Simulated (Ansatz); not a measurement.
Relaxation of C3H6N2 (11 atoms, charge 0, multiplicity 1), to a largest force component of 0.02 eV/Å in at most 50 steps.

Level of theory: Ansatz 0.2.0, RKS PBE0-D4/def2-mTZVP.

```xyz
11
Properties=species:S:1:pos:R:3:forces:R:3
N -0.891 1.796 -0.832 -2.49 2.42 -0.36
C -0.888 0.560 -0.668 0.26 -0.56 0.31
C 0.392 -0.159 -0.623 2.60 0.37 1.07
C 0.846 -0.530 0.793 -2.23 -2.93 0.39
N 0.658 -1.764 1.196 1.04 2.45 0.65
H -1.920 2.166 -0.849 2.19 -0.71 0.10
H -1.777 -0.029 -0.522 -0.56 -0.47 0.05
H 0.386 -1.042 -1.237 -0.08 -0.59 -0.17
H 1.226 0.496 -0.957 -0.74 -0.07 -0.38
H 1.109 0.265 1.498 0.27 0.16 -0.35
H 0.924 -1.814 2.222 -0.26 -0.06 -1.32
```

Where does it end, and by what steps?

It converged. After 6 steps the energy has fallen by 0.388 eV; H10 moved furthest, 0.11 Å.

```
step  energy less start (eV)  largest force component (eV/Å)  accepted
   0                  0.0000                           2.930       yes
   1                 -0.1692                           2.005       yes
   2                 -0.3524                           0.559       yes
   3                 -0.3748                           0.212       yes
   4                 -0.3863                           0.041       yes
   5                 -0.3872                           0.032       yes
   6                 -0.3876                           0.004       yes
```

```xyz
11
Properties=species:S:1:pos:R:3
N -0.910 1.824 -0.885
C -0.864 0.582 -0.647
C 0.438 -0.157 -0.598
C 0.757 -0.552 0.811
N 0.720 -1.762 1.182
H -1.874 2.162 -0.866
H -1.754 -0.027 -0.442
H 0.380 -1.065 -1.203
H 1.218 0.501 -0.990
H 1.000 0.280 1.485
H 0.953 -1.843 2.174
```

Whether the end is a true minimum wasn't checked by a vibrational analysis.

Time of the run: 18 s on 2 threads of Arm Neoverse V2 (shared host), peak memory 0.22 GiB.
